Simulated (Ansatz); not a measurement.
Reaction (substitution at a C–C bond): `C#CC=S` + H₂S → `S=CS` + acetylene

Calculated with Ansatz (gas phase, PBE0-D4/def2-TZVP geometries, no zero-point term in ΔE). CCSD(T)/CBS adds triple-zeta CCSD(T) − MP2 to the extrapolated MP2 energy (def2 sets, frozen cores). This one scheme is used for every species. Functionals use def2-TZVPP. B3LYP here is the variant with VWN-RPA as its local correlation; programs differ in this. HSE06 is defined as in plane-wave codes. One conformer a species, not always the lowest.

| level | ΔE (kJ/mol) | difference from CCSD(T)/CBS |
| --- | --- | --- |
| LDA (SPW92) | 1.8 | 1.7 |
| PBE-D4 | 0.0 | -0.1 |
| revPBE-D4 | -0.9 | -1.0 |
| BLYP-D4 | 1.3 | 1.2 |
| r2SCAN-D4 | -0.4 | -0.5 |
| B97M-V | 4.9 | 4.8 |
| PBE0-D4 | 1.7 | 1.6 |
| B3LYP-D4 | 3.0 | 2.9 |
| r2SCANh-D4 | 0.1 | 0.0 |
| HSE06-D4 | 1.9 | 1.8 |
| BHLYP-D4 | 4.0 | 3.9 |
| CAM-B3LYP-D4 | 3.3 | 3.2 |
| ωB97X-V | -0.6 | -0.7 |
| ωB97M-V | -1.1 | -1.2 |
| B2PLYP | 1.8 | 1.7 |
| PBE-QIDH | 1.1 | 1.0 |
| BLYP | 3.1 | 3.0 |
| r2SCAN | -0.5 | -0.6 |
| PBE0 | 2.2 | 2.1 |
| r2SCANh | 0.0 | -0.1 |
| r2SCAN0 | 0.7 | 0.6 |
| HSE06 | 2.3 | 2.2 |
| BHLYP | 5.5 | 5.4 |
| CAM-B3LYP | 3.8 | 3.7 |
| LC-ωPBE | 0.6 | 0.5 |
| RPA@PBE/def2-TZVPP | 2.5 | 2.4 |
| HF/def2-SVP | 16.0 | 15.9 |
| MP2/def2-SVP | 10.7 | 10.6 |
| CCSD/def2-SVP | 13.8 | 13.7 |
| CCSD(T)/def2-SVP | 13.0 | 12.9 |
| HF/def2-TZVPP | 6.3 | 6.2 |
| MP2/def2-TZVPP | 1.7 | 1.6 |
| SCS-MP2/def2-TZVPP | 3.5 | 3.4 |
| CCSD/def2-TZVPP | 5.1 | 5.0 |
| HF/def2-QZVPP | 6.5 | 6.4 |
| MP2/def2-QZVPP | -0.3 | -0.4 |
| SCS-MP2/def2-QZVPP | 1.5 | 1.4 |
| HF/CBS(def2) | 6.5 | 6.4 |
| MP2/CBS(def2) | -2.0 | -2.1 |
| CCSD/CBS(def2) | 1.4 | 1.3 |
| CCSD(T)/CBS | 0.1 | 0 |

Q: What do rigid-rotor, harmonic-oscillator terms from PBE0-D4/def2-TZVP frequencies (298.15 K, 1 bar) make of the CCSD(T)/CBS value? (An estimate is asked.)

A: The calculation gave: ΔZPE = +7.0 kJ/mol, ΔH = +5.4 kJ/mol, ΔS = -15 J/(mol·K), ΔG = +10.0 kJ/mol.

Largest T1 diagnostic among the species: 0.018.

Leaving LDA and LC-ωPBE aside and taking each functional with its dispersion term where it has one, the values spread over 6.0 kJ/mol, from ωB97M-V to B97M-V. At CCSD(T), def2-SVP lies +12.9 kJ/mol from the extrapolated value and def2-TZVPP +3.7 kJ/mol.
